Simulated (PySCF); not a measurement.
Compound: chlorine oxoborane, BClO.
Cartesian coordinates in Å at the PBE0-D3(BJ)/def2-TZVP level; atoms count from 1:
```xyz
3
BClO angstrom
O     -1.2711    0.2142   -0.1436
B     -0.0846    0.0121   -0.1529
Cl     1.5715   -0.2724   -0.1656
```

All values: wB97X-D/pcSseg-2 (PySCF, non-relativistic), on one gas-phase PBE0-D3(BJ)/def2-TZVP geometry that isn't relaxed in the solvent. The solvent is an IEF-PCM continuum (van der Waals radii × 1.2). Specific hydrogen bonds and non-electrostatic terms are outside this model.

Gas phase at wB97X-D/pcSseg-2: HOMO -11.89 eV, LUMO 1.66 eV, dipole 2.73 D.

Q: What does the continuum do to the energy, the frontier levels and the dipole at wB97X-D/pcSseg-2 in chloroform?

A: 
```csv
solvent,ε,E(solvent) − E(gas) (kcal/mol),polarisation term (kcal/mol),distortion of the solute (kcal/mol),HOMO (eV),LUMO (eV),dipole (D)
chloroform,4.711,-2.74,-3.13,0.39,-11.89,1.79,3.23
```

The first energy column is the sum of the next two and covers electrostatics alone.

Q: Which radius a makes the point-dipole formula ΔE = −[(ε − 1)/(2ε + 1)]·μ²/a³ give the value in chloroform, with the gas-phase dipole?

A: μ = 1.073 au and |ΔE| = 0.00437 Eh give a = 2.40 Å; the farthest nucleus lies 1.52 Å from the centroid of the nuclei. The formula assumes a rigid point dipole at the centre of a sphere.

Q: Give the dipole vector in the frame of the coordinates (D, pointing from negative to positive charge), gas and chloroform.

A: Gas (2.69, -0.46, -0.02), solvent (3.18, -0.54, -0.02). Its length changes by +18 % and its direction by less than 1°.

The pairwise dispersion term of wB97X-D wasn't added to the energies; at a given geometry it leaves orbitals and properties as they are.
